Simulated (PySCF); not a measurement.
Saddle point of BH$_{5}$SO, singlet (BH₃O ([BH2][OH]) + H₂S → BH₃S ([BH2][SH]) + H₂O (still joined by a long B–O bond); bonds formed: B1–S6, O2–H5; bonds broken: H5–S6; bonds weakened to dative contacts: B1–O2), PBE0-D4/def2-TZVP structure:

```json
{"atom": "B1", "x (Å)": "-0.5180", "y (Å)": "-0.2331", "z (Å)": "-0.4367"}
{"atom": "O2", "x (Å)": "0.7318", "y (Å)": "0.5655", "z (Å)": "-0.7885"}
{"atom": "H3", "x (Å)": "-0.4655", "y (Å)": "-1.3772", "z (Å)": "-0.7838"}
{"atom": "H4", "x (Å)": "-1.5399", "y (Å)": "0.3753", "z (Å)": "-0.6072"}
{"atom": "H5", "x (Å)": "0.7578", "y (Å)": "0.5862", "z (Å)": "0.5585"}
{"atom": "S6", "x (Å)": "-0.1468", "y (Å)": "-0.1351", "z (Å)": "1.5794"}
{"atom": "H7", "x (Å)": "0.5065", "y (Å)": "1.4145", "z (Å)": "-1.1795"}
{"atom": "H8", "x (Å)": "0.6739", "y (Å)": "-1.1962", "z (Å)": "1.6578"}
```

Energies are electronic, without zero-point energy. Barriers and step energies count from the start structure reached by relaxing down the imaginary mode; all methods use the PBE0-D4 structures, on which another method's saddle can fall below an end. Computed with PySCF 2.14 with density fitting (its default auxiliary sets; JK sets also for MP2 and CCSD(T)) (basis: def2-TZVPP, with def2-QZVPP for the basis limit); correlated methods freeze the cores. B3LYP uses VWN-RPA correlation. Extrapolation: Hartree–Fock as exp(−7.88 √X), correlation as X^−2.97.

```tsv
method	barrier (kJ/mol)	step energy (kJ/mol)
SPW92	?	-8.8
PBE-D4	60.6	14.6
r2SCAN-D4	74.2	20.1
PBE0-D4	?	15.0
B3LYP-D4	?	35.1
BHLYP-D4	115.6	37.2
wB97M-V	94.0	25.6
HF	170.9	63.0
MP2	86.2	21.4
CCSD	110.2	33.1
CCSD(T)	97.8	28.1
```

Q: Fill in the withheld barriers. (To be estimated.)

A: By the calculation: B3LYP-D4 97.5; PBE0-D4 74.0; SPW92 25.5 kJ/mol. Each is the energy of the saddle less that of the start structure, by the same method.

For comparison, the barrier by CCSD(T) at an estimated basis limit (MP2 extrapolated from triple and quadruple zeta, plus CCSD(T) − MP2 in triple zeta) is 94.0 kJ/mol.

T1 diagnostic: at most 0.013.

Labels in which every atom is bracketed show which atoms are joined, not bond orders.

For scale, one of the runs: CCSD(T)/def2-TZVPP, 174 basis functions, launched by `OMP_NUM_THREADS=4 python run.py`. The run took 2.9 min on 4 CPU threads of an Arm Neoverse V1 (shared host), with 1.5 GiB of host memory at its peak.
